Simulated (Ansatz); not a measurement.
Basis-set limit of BSiH₄, doublet

```csv
atom,x (Å),y (Å),z (Å)
B,-2.0477,0.0347,0.0000
H,-2.6444,1.0683,0.0000
H,-2.6444,-0.9988,0.0000
H,-0.7487,0.0347,0.0000
Si,0.9563,0.0347,0.0000
H,1.3528,-1.4448,0.0000
```

Connectivity, by distances: BH2 ··· SiH, 1 bridging H.

Ansatz 0.2.0, UHF determinant, valence electrons correlated. Energies in eV.

| set | X | functions | Hartree–Fock | MP2 correlation | CCSD(T) correlation | time |
| --- | --- | --- | --- | --- | --- | --- |
| def2-TZVPP | 3 | 129 | -8593.7940 | -5.6273 | -7.0825 | 16 s on 1 × NVIDIA H100 80GB HBM3 with 1 thread of AMD EPYC 7R13 Processor (Zen 3), on a shared host |
| def2-QZVPP | 4 | 247 | -8594.0711 | -5.9852 | -7.3620 | 26 s on 1 × NVIDIA H100 80GB HBM3 with 1 thread of AMD EPYC 7R13 Processor (Zen 3), with other jobs on the host |

Hartree–Fock is taken to follow E(X) = E∞ + A·exp(−7.88·√X), correlation E(X) = E∞ + B·X^−2.97.

Task: Work out the CCSD(T) energy at the limit, and how far the shortcut misses it that extrapolates MP2 and adds CCSD(T) minus MP2 from the smaller set.

Result: Hartree–Fock: E∞ = E4 + 0.1377·(E4 − E3) = -8594.1093. Correlation: E∞ = E4 + 0.7407·(E4 − E3) = -7.5690 for CCSD(T) and -6.2503 for MP2. The limit is -8601.6783 eV, 0.245 eV below def2-QZVPP. The shortcut gives a correlation energy of -6.2503 + (-1.4552) = -7.7055, 136 meV lower than the direct value.

Past Ne part of the Hartree–Fock step between the two sets comes from the cores, which don't follow the formula, so the 38 meV that it adds to the total can overshoot; that part largely cancels in differences.
